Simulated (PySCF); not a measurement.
Compound: C₃H₅N₃.
Atom-mapped SMILES: `[CH3:1][n:2]1[cH:3][cH:4][n:5][n:6]1` (hydrogens: H7, H8, H9 on C1; H10 on C3; H11 on C4)

The closed-shell ground state was solved at several levels (PySCF, density fitting, gas phase, non-relativistic). Isolated species at its PBE0-D3(BJ)/def2-SVP geometry, gas phase.

| level | basis functions | total energy (Eh) | HOMO (eV) | LUMO (eV) | gap (eV) | dipole (D) |
| --- | --- | --- | --- | --- | --- | --- |
| HF/pcSseg-2 | 286 | -279.8954 | -9.75 | 2.30 | 12.05 | 4.79 |
| BLYP/pcSseg-2 | 286 | -281.5630 | -5.97 | -1.07 | 4.90 | 4.58 |
| BP86/pcSseg-2 | 286 | -281.6590 | -6.19 | -1.24 | 4.95 | 4.58 |
| OPBE/pcSseg-2 | 286 | -281.5312 | -6.10 | -1.05 | 5.05 | 4.47 |
| PBE/pcSseg-2 | 286 | -281.3200 | -6.09 | -1.16 | 4.93 | 4.56 |

Question: Estimate the row for LDA/pcSseg-2, a basis of 286 functions; the other rows only guide the guess.

Answer: Total energy -279.2746 Eh, HOMO -6.17 eV, LUMO -1.39 eV, gap 4.78 eV, dipole 4.69 D.

Question: Over all these levels, which gives the widest orbital gap and which the narrowest?

Answer: HF/pcSseg-2 (Hartree–Fock, all exact exchange) has the widest, 12.05 eV, and LDA/pcSseg-2 (LDA) the narrowest, 4.78 eV. From the narrowest to the widest the HOMO moves by -3.58 eV and the LUMO by +3.69 eV.

Question: How far do the dipole and the HOMO energy spread over the levels?

Answer: The dipole runs from 4.47 to 4.79 D (mean 4.61 D) and the HOMO from -9.75 to -5.97 eV.
